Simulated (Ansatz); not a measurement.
# C₄H₇NO: a ladder of functionals and wavefunction methods

An exercise on one series of results from a longer session: the logs are not shown, and one member is left open.

Method: functionals in def2-TZVPP, the program's frozen cores in correlated methods; program: Ansatz 0.2.0, Gaussian basis.

The runs, in order: PBE-D4, r2SCAN-D4, PBE0-D4, B3LYP-D4, ωB97X-V, ωB97M-V, B2PLYP; CCSD(T)/def2-TZVPP; MP2/def2-QZVPP; extrapolation to the limit.

### The geometry

An earlier PBE0-D4 in a triple-zeta def2 set relaxation fixed the geometry.

SMILES `C/C=N/C(C)=O`, 13 atoms, charge 0, spin multiplicity 1.

Atoms are counted from 1 here; the program's logs count them from 0.

Bond lengths: C1–C2 1.482 Å, C1–H7 1.094 Å, C1–H8 1.095 Å, C1–H9 1.089 Å, C2–N3 1.265 Å, C2–H10 1.098 Å, N3–C4 1.406 Å, C4–C5 1.499 Å, C4–O6 1.206 Å, C5–H11 1.088 Å, C5–H12 1.093 Å, C5–H13 1.093 Å. Angles: C2–C1–H7 110.3°, C2–C1–H8 109.6°, C2–C1–H9 110.9°, H7–C1–H8 106.5°, H7–C1–H9 109.7°, H8–C1–H9 109.7°, C1–C2–N3 122.5°, C1–C2–H10 117.1°, N3–C2–H10 120.4°, C2–N3–C4 118.1°, N3–C4–C5 113.3°, N3–C4–O6 122.6°, C5–C4–O6 123.9°, C4–C5–H11 110.0°, C4–C5–H12 110.4°, C4–C5–H13 109.1°, H11–C5–H12 110.5°, H11–C5–H13 110.0° and more.

Set-up of the first run:

File in.yaml:

```yaml
crystal:
  periodic: [false, false, false]
  atoms:
    - {symbol: C, position_ang: [1.206675, -2.029297, 0.506983]}
    - {symbol: C, position_ang: [0.816943, -0.600692, 0.447117]}
    - {symbol: N, position_ang: [-0.362739, -0.227759, 0.185530]}
    - {symbol: C, position_ang: [-0.647073, 1.148791, 0.229848]}
    - {symbol: C, position_ang: [-1.405858, 1.637351, -0.967386]}
    - {symbol: O, position_ang: [-0.362748, 1.840984, 1.175282]}
    - {symbol: H, position_ang: [1.995893, -2.238034, -0.221898]}
    - {symbol: H, position_ang: [1.626870, -2.254491, 1.492452]}
    - {symbol: H, position_ang: [0.350642, -2.674717, 0.316206]}
    - {symbol: H, position_ang: [1.602558, 0.140310, 0.646665]}
    - {symbol: H, position_ang: [-1.530980, 2.716528, -0.914324]}
    - {symbol: H, position_ang: [-0.886881, 1.357025, -1.886984]}
    - {symbol: H, position_ang: [-2.382898, 1.149199, -0.994892]}
basis:
  gaussian: {orbitals: def2-TZVPP}
hamiltonian: {xc: pbe, dispersion: d4}
output: {forces: true, orbitals: {seedname: orbitals}}
```

Run with:

```
$ ansatz run in.yaml --threads 4 --pin off --events-out ev --progress --plain --max-ram 10444MiB
```

Among the steps run: PBE-D4 (GGA); r2SCAN-D4 (meta-GGA); PBE0-D4 (hybrid); B3LYP-D4 (hybrid); ωB97X-V (range-separated); ωB97M-V (range-separated); B2PLYP (double hybrid); CCSD(T) in def2-TZVPP; MP2 in def2-QZVPP.

One table of the session follows, with a row left open; its other results are not shown here.

It belongs to the step «Atomisation energies». 

```
            method  atoms, summed (eV)  atomisation energy (eV)
            PBE-D4                   ?                        ?
         r2SCAN-D4           -7740.845                   56.813
           PBE0-D4           -7735.957                   57.130
          B3LYP-D4           -7745.809                   56.811
           ωB97X-V           -7742.851                   56.757
           ωB97M-V           -7742.023                   56.833
            B2PLYP           -7739.452                   56.208
     HF/def2-TZVPP           -7714.073                   40.312
    MP2/def2-TZVPP           -7727.705                   56.189
   CCSD/def2-TZVPP           -7730.816                   54.036
CCSD(T)/def2-TZVPP           -7731.176                   55.036
           MP2/CBS           -7730.186                   57.631
       CCSD(T)/CBS           -7733.657                   56.478
```

**Question.** Estimate the row for PBE-D4.

The run gave: atoms, summed (eV): -7734.102; atomisation energy (eV): 58.585. In the column «atoms, summed (eV)» it lies between PBE0-D4 (-7735.957) and CCSD(T)/CBS (-7733.657).

Caveats from the session: Free atoms (4 C, 1 N, 1 O, 7 H) were run apart at each level; the atomisation energy is their sum less the molecule, without zero-point or spin-orbit terms.
